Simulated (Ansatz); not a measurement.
# AlSiH₄− (SMILES [AlH2][SiH2-]): single points off equilibrium

The atoms stand at a structure displaced at random from a GFN2-xTB minimum. How far do the functionals agree with CCSD(T) there?

The runs use Ansatz 0.2.0, Gaussian basis; single points in def2-TZVPPD.

Correlated methods freeze the cores.

**1. Where the work starts**

SMILES `[AlH2][SiH2-]`, 6 atoms, charge -1, spin multiplicity 1.

Atoms are counted from 1 here; the program's logs count them from 0.

Bond lengths: Al1–Si2 2.354 Å, Al1–H3 1.747 Å, Al1–H4 1.475 Å, Si2–H5 1.571 Å, Si2–H6 1.567 Å. Angles: Si2–Al1–H3 130.0°, Si2–Al1–H4 137.3°, H3–Al1–H4 92.3°, Al1–Si2–H5 88.9°, Al1–Si2–H6 105.2°, H5–Si2–H6 93.9°.

Coordinates:

```xyz
6
charge -1, multiplicity 1
Al    0.00470   -0.92750   -0.10650
Si    0.96590    1.18740    0.27470
H    -1.60370   -1.51140    0.24640
H     0.45790   -2.26180   -0.54060
H     0.27650    1.70520   -1.03820
H    -0.03740    1.92900    1.22260
```

**2. CCSD(T)/def2-TZVPPD**

run/in.yaml reads:

```yaml
crystal:
  periodic: [false, false, false]
  atoms:
    - {symbol: Al, position_ang: [0.004700, -0.927500, -0.106500]}
    - {symbol: Si, position_ang: [0.965900, 1.187400, 0.274700]}
    - {symbol: H, position_ang: [-1.603700, -1.511400, 0.246400]}
    - {symbol: H, position_ang: [0.457900, -2.261800, -0.540600]}
    - {symbol: H, position_ang: [0.276500, 1.705200, -1.038200]}
    - {symbol: H, position_ang: [-0.037400, 1.929000, 1.222600]}
basis:
  gaussian: {orbitals: "def2-TZVPPD.json"}
total_charge: -1
correlation: {method: ccsd_t}
output: {forces: true}
```

The basis file named in the input lies beside it (Basis Set Exchange, JSON).

No record of the launch command was kept for these runs.

**3. PBE0-D4/def2-TZVPPD**

Changes to run/in.yaml since step 2:

```diff
@@ -12,3 +12,3 @@
 total_charge: -1
-correlation: {method: ccsd_t}
-output: {forces: true}
+hamiltonian: {xc: pbe0, dispersion: d4}
+output: {forces: true, orbitals: {seedname: orbitals}}
```

**4. wB97M-V/def2-TZVPPD**

Changes to run/in.yaml since step 3:

```diff
@@ -12,3 +12,3 @@
 total_charge: -1
-hamiltonian: {xc: pbe0, dispersion: d4}
-output: {forces: true, orbitals: {seedname: orbitals}}
+hamiltonian: {xc: {name: wB97M-V}}
+output: {forces: true}
```

**5. r2SCAN-D4/def2-TZVPPD**

Changes to run/in.yaml since step 4:

```diff
@@ -12,3 +12,3 @@
 total_charge: -1
-hamiltonian: {xc: {name: wB97M-V}}
+hamiltonian: {xc: r2scan, dispersion: d4}
 output: {forces: true}
```

**6. PBE-D4/def2-TZVPPD**

Changes to run/in.yaml since step 5:

```diff
@@ -12,3 +12,3 @@
 total_charge: -1
-hamiltonian: {xc: r2scan, dispersion: d4}
+hamiltonian: {xc: pbe, dispersion: d4}
 output: {forces: true}
```

**7. B97M-V/def2-TZVPPD**

Changes to run/in.yaml since step 6:

```diff
@@ -12,3 +12,3 @@
 total_charge: -1
-hamiltonian: {xc: pbe, dispersion: d4}
+hamiltonian: {xc: {name: B97M-V}}
 output: {forces: true}
```

**8. CAM-B3LYP-D4/def2-TZVPPD**

Changes to run/in.yaml since step 7:

```diff
@@ -12,3 +12,3 @@
 total_charge: -1
-hamiltonian: {xc: {name: B97M-V}}
+hamiltonian: {xc: {name: CAM-B3LYP}, dispersion: d4}
 output: {forces: true}
```

(Steps that only read results are left out.)

**Question.** What will these runs give? Wanted: RMS force component; RMS force error; HOMO and LUMO, PBE0-D4; T1 diagnostic.

**Answer**, as computed:

```
              quantity                                                                                               value
   RMS force component                                                                0.929 to 0.981 eV/Å over the methods
       RMS force error  PBE0-D4 0.066, wB97M-V 0.056, r2SCAN-D4 0.068, PBE-D4 0.137, B97M-V 0.104, CAM-B3LYP-D4 0.064 eV/Å
HOMO and LUMO, PBE0-D4                                                                                   -0.42 and 2.75 eV
         T1 diagnostic                                                                                               0.019
```

For forces wB97M-V does best and PBE-D4 worst. Frozen-core CCSD(T) forces in triple zeta carry basis errors of their own, and this is one geometry, so small gaps rank nothing.
